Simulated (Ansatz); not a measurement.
# NO2 (doublet): from Hartree-Fock to the top rungs, def2-TZVPP

One table from this session's results is given with a row withheld; the runs are named, their logs left out.

The runs use Ansatz 0.2.0, Gaussian basis; def2-TZVPP, core rule «outside noble gas», up to 3 orbitals frozen.

Plan: UHF; ROHF; CCSD(T) on UHF.

**The system**

The geometry is a PBE0/def2-TZVP stationary point (not a proven minimum) of the parent state, kept for this charge and spin.

3 atoms, charge 0, spin multiplicity 2.

Atoms are counted from 1 here; the program's logs count them from 0.

Bond lengths: O1–N2 1.281 Å, N2–O3 1.281 Å. Angles: O1–N2–O3 113.4°.

The first run:

The input, in.yaml:

```yaml
crystal:
  periodic: [false, false, false]
  atoms:
    - {symbol: O, position_ang: [0.000000, -0.213966, 1.070604]}
    - {symbol: N, position_ang: [0.000000, 0.488812, 0.000000]}
    - {symbol: O, position_ang: [0.000000, -0.213966, -1.070604]}
basis:
  gaussian: {orbitals: def2-TZVPP}
magnetization: {spin_polarized: true, initial_magnetization: 1}
hamiltonian: {xc: hf}
output: {orbitals: {seedname: orbitals}}
```

Command:

```bash
ansatz run in.yaml --threads 1 --pin off --events-out ev --progress --plain --max-ram 4096MiB --backend cpu
```

Steps of the session up to this table: UHF; ROHF; CCSD(T) on UHF.

One of the session's tables, all rows but one given; the rest of the session is left out.

| method | from UCCSD(T) (meV) |
| --- | --- |
| ROHF | +18633.6 |
| UHF | +18149.6 |
| UMP2 | ? |
| UCCSD | +940.8 |
| UCCSD(T) | 0 |

**Question.** Estimate the row for UMP2.

As computed: from UCCSD(T) (meV): +2290.2. In the column «from UCCSD(T) (meV)» it lies between UCCSD (+940.8) and UHF (+18149.6).

To keep in mind: The determinant is far from a pure spin state, so its energy mixes those of several spin states (harmless only where they are near-degenerate, as at dissociation).
